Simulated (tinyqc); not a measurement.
Inside a calculation (part 1 of 2). Method: RHF in the sto-3g basis, for H2O, spin multiplicity 1. Computed by tinyqc, a small Python program that keeps every step (integrals from PySCF). Settings: charge = 0, multiplicity = 1, basis = sto-3g, energy threshold = 1e-10, iteration cap = 87, orthogonalisation = symmetric, start = highest core orbitals, DIIS depth = 3, DIIS from iteration = 2, method = RHF. Command: `OMP_NUM_THREADS=1 python tinyqc.py 31086 31087 out.jsonl` (the two numbers bound the seeds that draw the settings). One thread of a shared host (Intel(R) Xeon(R) Processor @ 2.60GHz), about 0.06 s of CPU time with the checks. Later iterations appear only in the table of the cycle.

## One-electron integrals

Geometry (angstrom):
```
atom         x          y         z
O     0.000000   0.000000  0.000000
H     0.000000   0.751000  0.486000
H     0.000000  -0.751000  0.486000
```

Basis sto-3g: exponents (1/bohr^2) and contraction coefficients of normalised primitives:
```
element  l (shell)    exponent  coefficient
O            s (1)  130.709320     0.154329
O            s (1)   23.808861     0.535328
O            s (1)    6.443608     0.444635
O            s (2)    5.033151    -0.099967
O            s (2)    1.169596     0.399513
O            s (2)    0.380389     0.700115
O            p (3)    5.033151     0.155916
O            p (3)    1.169596     0.607684
O            p (3)    0.380389     0.391957
H            s (1)    3.425251     0.154329
H            s (1)    0.623914     0.535328
H            s (1)    0.168855     0.444635
```

Overlap, kinetic and nuclear-attraction integrals over the contracted functions; the nuclear repulsion is the sum of Za Zb / Rab.

nuclear repulsion = 9.81735947 hartree

overlap S, order 1O 1s, 1O 2s, 1O 2px, 1O 2py, 1O 2pz, 2H 1s, 3H 1s:
$$\begin{pmatrix}
1.000000 & 0.236704 & 0.000000 & 0.000000 & 0.000000 & 0.062580 & 0.062580 \\
0.236704 & 1.000000 & 0.000000 & 0.000000 & 0.000000 & 0.516771 & 0.516771 \\
0.000000 & 0.000000 & 1.000000 & 0.000000 & 0.000000 & 0.000000 & 0.000000 \\
0.000000 & 0.000000 & 0.000000 & 1.000000 & 0.000000 & 0.347764 & -0.347764 \\
0.000000 & 0.000000 & 0.000000 & 0.000000 & 1.000000 & 0.225051 & 0.225051 \\
0.062580 & 0.516771 & 0.000000 & 0.347764 & 0.225051 & 1.000000 & 0.256052 \\
0.062580 & 0.516771 & 0.000000 & -0.347764 & 0.225051 & 0.256052 & 1.000000
\end{pmatrix}$$

kinetic energy T (hartree), order 1O 1s, 1O 2s, 1O 2px, 1O 2py, 1O 2pz, 2H 1s, 3H 1s:
$$\begin{pmatrix}
29.003200 & -0.168011 & 0.000000 & 0.000000 & 0.000000 & 0.002752 & 0.002752 \\
-0.168011 & 0.808128 & 0.000000 & 0.000000 & 0.000000 & 0.160946 & 0.160946 \\
0.000000 & 0.000000 & 2.528731 & 0.000000 & 0.000000 & 0.000000 & 0.000000 \\
0.000000 & 0.000000 & 0.000000 & 2.528731 & 0.000000 & 0.280988 & -0.280988 \\
0.000000 & 0.000000 & 0.000000 & 0.000000 & 2.528731 & 0.181838 & 0.181838 \\
0.002752 & 0.160946 & 0.000000 & 0.280988 & 0.181838 & 0.760032 & 0.009470 \\
0.002752 & 0.160946 & 0.000000 & -0.280988 & 0.181838 & 0.009470 & 0.760032
\end{pmatrix}$$

nuclear attraction V (hartree), order 1O 1s, 1O 2s, 1O 2px, 1O 2py, 1O 2pz, 2H 1s, 3H 1s:
$$\begin{pmatrix}
-61.801585 & -7.463131 & 0.000000 & 0.000000 & -0.019314 & -2.035241 & -2.035241 \\
-7.463131 & -10.211971 & 0.000000 & 0.000000 & -0.221095 & -4.313074 & -4.313074 \\
0.000000 & 0.000000 & -10.042554 & 0.000000 & 0.000000 & 0.000000 & 0.000000 \\
0.000000 & 0.000000 & 0.000000 & -10.246397 & 0.000000 & -2.596974 & 2.596974 \\
-0.019314 & -0.221095 & 0.000000 & 0.000000 & -10.127921 & -1.752517 & -1.752517 \\
-2.035241 & -4.313074 & 0.000000 & -2.596974 & -1.752517 & -6.090043 & -1.736494 \\
-2.035241 & -4.313074 & 0.000000 & 2.596974 & -1.752517 & -1.736494 & -6.090043
\end{pmatrix}$$

core Hamiltonian H = T + V (hartree), order 1O 1s, 1O 2s, 1O 2px, 1O 2py, 1O 2pz, 2H 1s, 3H 1s:
$$\begin{pmatrix}
-32.798386 & -7.631142 & 0.000000 & 0.000000 & -0.019314 & -2.032489 & -2.032489 \\
-7.631142 & -9.403843 & 0.000000 & 0.000000 & -0.221095 & -4.152128 & -4.152128 \\
0.000000 & 0.000000 & -7.513823 & 0.000000 & 0.000000 & 0.000000 & 0.000000 \\
0.000000 & 0.000000 & 0.000000 & -7.717666 & 0.000000 & -2.315986 & 2.315986 \\
-0.019314 & -0.221095 & 0.000000 & 0.000000 & -7.599190 & -1.570679 & -1.570679 \\
-2.032489 & -4.152128 & 0.000000 & -2.315986 & -1.570679 & -5.330011 & -1.727023 \\
-2.032489 & -4.152128 & 0.000000 & 2.315986 & -1.570679 & -1.727023 & -5.330011
\end{pmatrix}$$

## Two-electron integrals

Functions are numbered as in S; the eight-fold symmetry (ij|kl) = (ji|kl) = (kl|ij) leaves the list below.

Two-electron integrals (ij|kl) in chemists' order, unique and non-zero (hartree):
```
(11|11) 4.785065    (21|11) 0.741380    (21|21) 0.136873    (22|11) 1.118947
(22|21) 0.256633    (22|22) 0.817206    (31|31) 0.024477    (32|31) 0.037809
(32|32) 0.180518    (33|11) 1.115814    (33|21) 0.256684    (33|22) 0.817023
(33|33) 0.880159    (41|41) 0.024477    (42|41) 0.037809    (42|42) 0.180518
(43|43) 0.047444    (44|11) 1.115814    (44|21) 0.256684    (44|22) 0.817023
(44|33) 0.785270    (44|44) 0.880159    (51|51) 0.024477    (52|51) 0.037809
(52|52) 0.180518    (53|53) 0.047444    (54|54) 0.047444    (55|11) 1.115814
(55|21) 0.256684    (55|22) 0.817023    (55|33) 0.785270    (55|44) 0.785270
(55|55) 0.880159    (61|11) 0.199564    (61|21) 0.036493    (61|22) 0.067853
(61|33) 0.067728    (61|41) 0.001393    (61|42) 0.002593    (61|44) 0.067998
(61|51) 0.000901    (61|52) 0.001678    (61|54) 0.000175    (61|55) 0.067841
(61|61) 0.009853    (62|11) 0.448984    (62|21) 0.104105    (62|22) 0.362798
(62|33) 0.356965    (62|41) 0.006481    (62|42) 0.047916    (62|44) 0.369066
(62|51) 0.004194    (62|52) 0.031008    (62|54) 0.007831    (62|55) 0.362032
(62|61) 0.028213    (62|62) 0.193536    (63|31) 0.011327    (63|32) 0.064335
(63|43) 0.010148    (63|53) 0.006567    (63|63) 0.028789    (64|11) 0.257970
(64|21) 0.060637    (64|22) 0.225787    (64|33) 0.215369    (64|41) 0.014675
(64|42) 0.092935    (64|44) 0.243216    (64|51) 0.002167    (64|52) 0.018508
(64|54) 0.011454    (64|55) 0.218531    (64|61) 0.017216    (64|62) 0.146327
(64|64) 0.138288    (65|11) 0.166942    (65|21) 0.039241    (65|22) 0.146115
(65|33) 0.139373    (65|41) 0.002167    (65|42) 0.018508    (65|44) 0.144260
(65|51) 0.012729    (65|52) 0.076312    (65|54) 0.013310    (65|55) 0.154553
(65|61) 0.011141    (65|62) 0.094694    (65|64) 0.070861    (65|65) 0.074646
(66|11) 0.563048    (66|21) 0.132661    (66|22) 0.526305    (66|33) 0.504870
(66|41) 0.011454    (66|42) 0.113462    (66|44) 0.549761    (66|51) 0.007412
(66|52) 0.073425    (66|54) 0.029050    (66|55) 0.523670    (66|61) 0.036338
(66|62) 0.341340    (66|64) 0.295179    (66|65) 0.191021    (66|66) 0.774606
(71|11) 0.199564    (71|21) 0.036493    (71|22) 0.067853    (71|33) 0.067728
(71|41) -0.001393   (71|42) -0.002593   (71|44) 0.067998    (71|51) 0.000901
(71|52) 0.001678    (71|54) -0.000175   (71|55) 0.067841    (71|61) 0.009686
(71|62) 0.027248    (71|64) 0.015100    (71|65) 0.010764    (71|66) 0.034568
(71|71) 0.009853    (72|11) 0.448984    (72|21) 0.104105    (72|22) 0.362798
(72|33) 0.356965    (72|41) -0.006481   (72|42) -0.047916   (72|44) 0.369066
(72|51) 0.004194    (72|52) 0.031008    (72|54) -0.007831   (72|55) 0.362032
(72|61) 0.027248    (72|62) 0.157423    (72|64) 0.081637    (72|65) 0.074800
(72|66) 0.229524    (72|71) 0.028213    (72|72) 0.193536    (73|31) 0.011327
(73|32) 0.064335    (73|43) -0.010148   (73|53) 0.006567    (73|63) 0.022647
(73|73) 0.028789    (74|11) -0.257970   (74|21) -0.060637   (74|22) -0.225787
(74|33) -0.215369   (74|41) 0.014675    (74|42) 0.092935    (74|44) -0.243216
(74|51) -0.002167   (74|52) -0.018508   (74|54) 0.011454    (74|55) -0.218531
(74|61) -0.015100   (74|62) -0.081637   (74|64) -0.020076   (74|65) -0.037848
(74|66) -0.103768   (74|71) -0.017216   (74|72) -0.146327   (74|74) 0.138288
(75|11) 0.166942    (75|21) 0.039241    (75|22) 0.146115    (75|33) 0.139373
(75|41) -0.002167   (75|42) -0.018508   (75|44) 0.144260    (75|51) 0.012729
(75|52) 0.076312    (75|54) -0.013310   (75|55) 0.154553    (75|61) 0.010764
(75|62) 0.074800    (75|64) 0.037848    (75|65) 0.057643    (75|66) 0.119802
(75|71) 0.011141    (75|72) 0.094694    (75|74) -0.070861   (75|75) 0.074646
(76|11) 0.174586    (76|21) 0.040766    (76|22) 0.151759    (76|33) 0.148722
(76|44) 0.152074    (76|51) 0.002695    (76|52) 0.022793    (76|55) 0.154326
(76|61) 0.010907    (76|62) 0.078064    (76|64) 0.050779    (76|65) 0.042943
(76|66) 0.137213    (76|71) 0.010907    (76|72) 0.078064    (76|74) -0.050779
(76|75) 0.042943    (76|76) 0.037196    (77|11) 0.563048    (77|21) 0.132661
(77|22) 0.526305    (77|33) 0.504870    (77|41) -0.011454   (77|42) -0.113462
(77|44) 0.549761    (77|51) 0.007412    (77|52) 0.073425    (77|54) -0.029050
(77|55) 0.523670    (77|61) 0.034568    (77|62) 0.229524    (77|64) 0.103768
(77|65) 0.119802    (77|66) 0.345391    (77|71) 0.036338    (77|72) 0.341340
(77|74) -0.295179   (77|75) 0.191021    (77|76) 0.137213    (77|77) 0.774606
```

## Orthogonalisation

S = U s U^T; symmetric (Loewdin) form X = U s^(-1/2) U^T, so that X^T S X = 1.

eigenvalues of S: [0.303029, 0.363771, 0.894213, 1.000000, 1.078524, 1.380177, 1.980286]

X, order 1O 1s, 1O 2s, 1O 2px, 1O 2py, 1O 2pz, 2H 1s, 3H 1s:
$$\begin{pmatrix}
1.024481 & -0.147141 & 0.000000 & 0.000000 & -0.010400 & 0.023464 & 0.023464 \\
-0.147141 & 1.307960 & 0.000000 & 0.000000 & 0.122194 & -0.342360 & -0.342360 \\
0.000000 & 0.000000 & 1.000000 & 0.000000 & 0.000000 & 0.000000 & 0.000000 \\
0.000000 & 0.000000 & 0.000000 & 1.152979 & 0.000000 & -0.276049 & 0.276049 \\
-0.010400 & 0.122194 & 0.000000 & 0.000000 & 1.052204 & -0.146714 & -0.146714 \\
0.023464 & -0.342360 & 0.000000 & -0.276049 & -0.146714 & 1.259602 & -0.096627 \\
0.023464 & -0.342360 & 0.000000 & 0.276049 & -0.146714 & -0.096627 & 1.259602
\end{pmatrix}$$

## Starting guess

The start is the highest orbitals of the core Hamiltonian (a deliberately bad start); D = 2 C_occ C_occ^T.

D at the start, order 1O 1s, 1O 2s, 1O 2px, 1O 2py, 1O 2pz, 2H 1s, 3H 1s:
$$\begin{pmatrix}
0.024750 & -0.162175 & 0.000000 & 0.000000 & 0.137788 & 0.102889 & 0.102889 \\
-0.162175 & 1.376135 & 0.000000 & 0.000000 & -0.316077 & -1.266341 & -1.266341 \\
0.000000 & 0.000000 & 2.000000 & 0.000000 & 0.000000 & 0.000000 & 0.000000 \\
0.000000 & 0.000000 & 0.000000 & 2.963535 & 0.000000 & -1.385328 & 1.385328 \\
0.137788 & -0.316077 & 0.000000 & 0.000000 & 1.865445 & -0.535631 & -0.535631 \\
0.102889 & -1.266341 & 0.000000 & -1.385328 & -0.535631 & 3.538076 & -0.445448 \\
0.102889 & -1.266341 & 0.000000 & 1.385328 & -0.535631 & -0.445448 & 3.538076
\end{pmatrix}$$

## Iteration 1: building the Fock matrix

J_ij = sum D_kl (ij|kl), K_ij = sum D_kl (ik|jl); F = H + J - 0.5 K; E = tr D H + tr D J / 2 - 0.25 tr D K + E_nn.

Coulomb J (hartree), order 1O 1s, 1O 2s, 1O 2px, 1O 2py, 1O 2pz, 2H 1s, 3H 1s:
$$\begin{pmatrix}
8.887025 & 2.050021 & 0.000000 & 0.000000 & -0.027260 & 0.540898 & 0.540898 \\
2.050021 & 6.863500 & 0.000000 & 0.000000 & -0.026874 & 3.200750 & 3.200750 \\
0.000000 & 0.000000 & 6.788791 & 0.000000 & 0.000000 & 0.000000 & 0.000000 \\
0.000000 & 0.000000 & 0.000000 & 6.968919 & 0.000000 & 2.085826 & -2.085826 \\
-0.027260 & -0.026874 & 0.000000 & 0.000000 & 6.828385 & 1.336103 & 1.336103 \\
0.540898 & 3.200750 & 0.000000 & 2.085826 & 1.336103 & 5.237503 & 1.395761 \\
0.540898 & 3.200750 & 0.000000 & -2.085826 & 1.336103 & 1.395761 & 5.237503
\end{pmatrix}$$

exchange K (hartree), order 1O 1s, 1O 2s, 1O 2px, 1O 2py, 1O 2pz, 2H 1s, 3H 1s:
$$\begin{pmatrix}
0.182203 & 0.234358 & 0.000000 & 0.000000 & -0.028611 & 0.067768 & 0.067768 \\
0.234358 & 1.379924 & 0.000000 & 0.000000 & -0.653513 & 0.646570 & 0.646570 \\
0.000000 & 0.000000 & 2.018209 & 0.000000 & 0.000000 & 0.000000 & 0.000000 \\
0.000000 & 0.000000 & 0.000000 & 2.187983 & 0.000000 & 0.682953 & -0.682953 \\
-0.028611 & -0.653513 & 0.000000 & 0.000000 & 1.804791 & 0.151789 & 0.151789 \\
0.067768 & 0.646570 & 0.000000 & 0.682953 & 0.151789 & 1.576977 & 0.260368 \\
0.067768 & 0.646570 & 0.000000 & -0.682953 & 0.151789 & 0.260368 & 1.576977
\end{pmatrix}$$

Fock matrix F (hartree), order 1O 1s, 1O 2s, 1O 2px, 1O 2py, 1O 2pz, 2H 1s, 3H 1s:
$$\begin{pmatrix}
-24.002462 & -5.698300 & 0.000000 & 0.000000 & -0.032268 & -1.525474 & -1.525474 \\
-5.698300 & -3.230304 & 0.000000 & 0.000000 & 0.078788 & -1.274662 & -1.274662 \\
0.000000 & 0.000000 & -1.734137 & 0.000000 & 0.000000 & 0.000000 & 0.000000 \\
0.000000 & 0.000000 & 0.000000 & -1.842739 & 0.000000 & -0.571636 & 0.571636 \\
-0.032268 & 0.078788 & 0.000000 & 0.000000 & -1.673200 & -0.310471 & -0.310471 \\
-1.525474 & -1.274662 & 0.000000 & -0.571636 & -0.310471 & -0.880996 & -0.461447 \\
-1.525474 & -1.274662 & 0.000000 & 0.571636 & -0.310471 & -0.461447 & -0.880996
\end{pmatrix}$$

total energy of this density = -27.41411127 hartree

## Iteration 1: diagonalisation and new density

Diagonalise F' = X^T F X, C = X C', fill 5 alpha and 5 beta electrons from the bottom; D = 2 C_occ C_occ^T. Each column has its largest component positive (the first on a tie).

F' = X^T F X (hartree):
$$\begin{pmatrix}
-23.673510 & -2.631978 & 0.000000 & 0.000000 & -0.047077 & -0.328449 & -0.328449 \\
-2.631978 & -2.138231 & 0.000000 & 0.000000 & 0.145554 & -0.414748 & -0.414748 \\
0.000000 & 0.000000 & -1.734137 & 0.000000 & 0.000000 & 0.000000 & 0.000000 \\
0.000000 & 0.000000 & 0.000000 & -1.785850 & 0.000000 & -0.237413 & 0.237413 \\
-0.047077 & 0.145554 & 0.000000 & 0.000000 & -1.651816 & -0.112442 & -0.112442 \\
-0.328449 & -0.414748 & 0.000000 & -0.237413 & -0.112442 & -0.296527 & -0.100030 \\
-0.328449 & -0.414748 & 0.000000 & 0.237413 & -0.112442 & -0.100030 & -0.296527
\end{pmatrix}$$

orbital energies (hartree): MO1 -24.002529, MO2 -2.018876, MO3 -1.853867, MO4 -1.734137, MO5 -1.653098, MO6 -0.185612, MO7 -0.128480

coefficients C, order 1O 1s, 1O 2s, 1O 2px, 1O 2py, 1O 2pz, 2H 1s, 3H 1s:
$$\begin{pmatrix}
0.999871 & -0.243172 & 0.000000 & 0.000000 & -0.065313 & 0.096336 & 0.000000 \\
0.000283 & 1.054518 & 0.000000 & 0.000000 & 0.291749 & -0.885797 & 0.000000 \\
0.000000 & 0.000000 & 0.000000 & 1.000000 & 0.000000 & 0.000000 & 0.000000 \\
0.000000 & 0.000000 & 1.052513 & 0.000000 & 0.000000 & 0.000000 & -0.611542 \\
0.001222 & -0.217765 & 0.000000 & 0.000000 & 0.988790 & -0.374291 & 0.000000 \\
0.000487 & -0.054399 & -0.080146 & 0.000000 & -0.042374 & 0.900437 & 0.994715 \\
0.000487 & -0.054399 & 0.080146 & 0.000000 & -0.042374 & 0.900437 & -0.994715
\end{pmatrix}$$

D after iteration 1, order 1O 1s, 1O 2s, 1O 2px, 1O 2py, 1O 2pz, 2H 1s, 3H 1s:
$$\begin{pmatrix}
2.126279 & -0.550403 & 0.000000 & 0.000000 & -0.020810 & 0.032965 & 0.032965 \\
-0.550403 & 2.394254 & 0.000000 & 0.000000 & 0.117684 & -0.139453 & -0.139453 \\
0.000000 & 0.000000 & 2.000000 & 0.000000 & 0.000000 & 0.000000 & 0.000000 \\
0.000000 & 0.000000 & 0.000000 & 2.215569 & 0.000000 & -0.168708 & 0.168708 \\
-0.020810 & 0.117684 & 0.000000 & 0.000000 & 2.050258 & -0.060104 & -0.060104 \\
0.032965 & -0.139453 & 0.000000 & -0.168708 & -0.060104 & 0.022357 & -0.003337 \\
0.032965 & -0.139453 & 0.000000 & 0.168708 & -0.060104 & -0.003337 & 0.022357
\end{pmatrix}$$

## Iteration 2: building the Fock matrix

As before.

Coulomb J (hartree), order 1O 1s, 1O 2s, 1O 2px, 1O 2py, 1O 2pz, 2H 1s, 3H 1s:
$$\begin{pmatrix}
18.614461 & 3.550540 & 0.000000 & 0.000000 & 0.001450 & 0.945969 & 0.945969 \\
3.550540 & 8.814208 & 0.000000 & 0.000000 & -0.003867 & 3.810419 & 3.810419 \\
0.000000 & 0.000000 & 8.808824 & 0.000000 & 0.000000 & 0.000000 & 0.000000 \\
0.000000 & 0.000000 & 0.000000 & 8.804582 & 0.000000 & 2.324896 & -2.324896 \\
0.001450 & -0.003867 & 0.000000 & 0.000000 & 8.805800 & 1.502528 & 1.502528 \\
0.945969 & 3.810419 & 0.000000 & 2.324896 & 1.502528 & 5.327283 & 1.564918 \\
0.945969 & 3.810419 & 0.000000 & -2.324896 & 1.502528 & 1.564918 & 5.327283
\end{pmatrix}$$

exchange K (hartree), order 1O 1s, 1O 2s, 1O 2px, 1O 2py, 1O 2pz, 2H 1s, 3H 1s:
$$\begin{pmatrix}
9.844528 & 1.717881 & 0.000000 & 0.000000 & 0.000532 & 0.478992 & 0.478992 \\
1.717881 & 2.875391 & 0.000000 & 0.000000 & 0.006884 & 1.188973 & 1.188973 \\
0.000000 & 0.000000 & 2.363657 & 0.000000 & 0.000000 & 0.000000 & 0.000000 \\
0.000000 & 0.000000 & 0.000000 & 2.374376 & 0.000000 & 0.585891 & -0.585891 \\
0.000532 & 0.006884 & 0.000000 & 0.000000 & 2.363115 & 0.387737 & 0.387737 \\
0.478992 & 1.188973 & 0.000000 & 0.585891 & 0.387737 & 0.784886 & 0.424051 \\
0.478992 & 1.188973 & 0.000000 & -0.585891 & 0.387737 & 0.424051 & 0.784886
\end{pmatrix}$$

Fock matrix F (hartree), order 1O 1s, 1O 2s, 1O 2px, 1O 2py, 1O 2pz, 2H 1s, 3H 1s:
$$\begin{pmatrix}
-19.106188 & -4.939543 & 0.000000 & 0.000000 & -0.018129 & -1.326015 & -1.326015 \\
-4.939543 & -2.027330 & 0.000000 & 0.000000 & -0.228404 & -0.936195 & -0.936195 \\
0.000000 & 0.000000 & 0.113172 & 0.000000 & 0.000000 & 0.000000 & 0.000000 \\
0.000000 & 0.000000 & 0.000000 & -0.100272 & 0.000000 & -0.284035 & 0.284035 \\
-0.018129 & -0.228404 & 0.000000 & 0.000000 & 0.025053 & -0.262020 & -0.262020 \\
-1.326015 & -0.936195 & 0.000000 & -0.284035 & -0.262020 & -0.395171 & -0.374131 \\
-1.326015 & -0.936195 & 0.000000 & 0.284035 & -0.262020 & -0.374131 & -0.395171
\end{pmatrix}$$

total energy of this density = -73.83354657 hartree

## Iteration 2: diagonalisation and new density

As before.

F' = X^T F X (hartree):
$$\begin{pmatrix}
-18.723255 & -2.654101 & 0.000000 & 0.000000 & -0.025028 & -0.236934 & -0.236934 \\
-2.654101 & -0.779436 & 0.000000 & 0.000000 & -0.017120 & -0.526716 & -0.526716 \\
0.000000 & 0.000000 & 0.113172 & 0.000000 & 0.000000 & 0.000000 & 0.000000 \\
0.000000 & 0.000000 & 0.000000 & 0.225105 & 0.000000 & -0.447644 & 0.447644 \\
-0.025028 & -0.017120 & 0.000000 & 0.000000 & 0.137337 & -0.262815 & -0.262815 \\
-0.236934 & -0.526716 & 0.000000 & -0.447644 & -0.262815 & 0.236927 & -0.134445 \\
-0.236934 & -0.526716 & 0.000000 & 0.447644 & -0.262815 & -0.134445 & 0.236927
\end{pmatrix}$$

orbital energies (hartree): MO1 -19.117673, MO2 -0.925109, MO3 -0.339036, MO4 0.034512, MO5 0.113172, MO6 0.745397, MO7 0.935513

coefficients C, order 1O 1s, 1O 2s, 1O 2px, 1O 2py, 1O 2pz, 2H 1s, 3H 1s:
$$\begin{pmatrix}
0.993049 & -0.223979 & 0.000000 & 0.119930 & 0.000000 & -0.147394 & 0.000000 \\
0.032081 & 0.759629 & 0.000000 & -0.591648 & 0.000000 & 1.026475 & 0.000000 \\
0.000000 & 0.000000 & 0.000000 & 0.000000 & 1.000000 & 0.000000 & 0.000000 \\
0.000000 & 0.000000 & 0.601063 & 0.000000 & 0.000000 & 0.000000 & 1.058532 \\
0.004528 & 0.199890 & 0.000000 & 0.801872 & 0.000000 & 0.694441 & 0.000000 \\
-0.007592 & 0.190311 & 0.431927 & 0.232360 & 0.000000 & -0.851630 & -0.899622 \\
-0.007592 & 0.190311 & -0.431927 & 0.232360 & 0.000000 & -0.851630 & 0.899622
\end{pmatrix}$$

D after iteration 2, order 1O 1s, 1O 2s, 1O 2px, 1O 2py, 1O 2pz, 2H 1s, 3H 1s:
$$\begin{pmatrix}
2.101390 & -0.418478 & 0.000000 & 0.000000 & 0.111788 & -0.044597 & -0.044597 \\
-0.418478 & 1.856224 & 0.000000 & 0.000000 & -0.644876 & 0.013694 & 0.013694 \\
0.000000 & 0.000000 & 2.000000 & 0.000000 & 0.000000 & 0.000000 & 0.000000 \\
0.000000 & 0.000000 & 0.000000 & 0.722554 & 0.000000 & 0.519231 & -0.519231 \\
0.111788 & -0.644876 & 0.000000 & 0.000000 & 1.365949 & 0.448659 & 0.448659 \\
-0.044597 & 0.013694 & 0.000000 & 0.519231 & 0.448659 & 0.553655 & -0.192588 \\
-0.044597 & 0.013694 & 0.000000 & -0.519231 & 0.448659 & -0.192588 & 0.553655
\end{pmatrix}$$
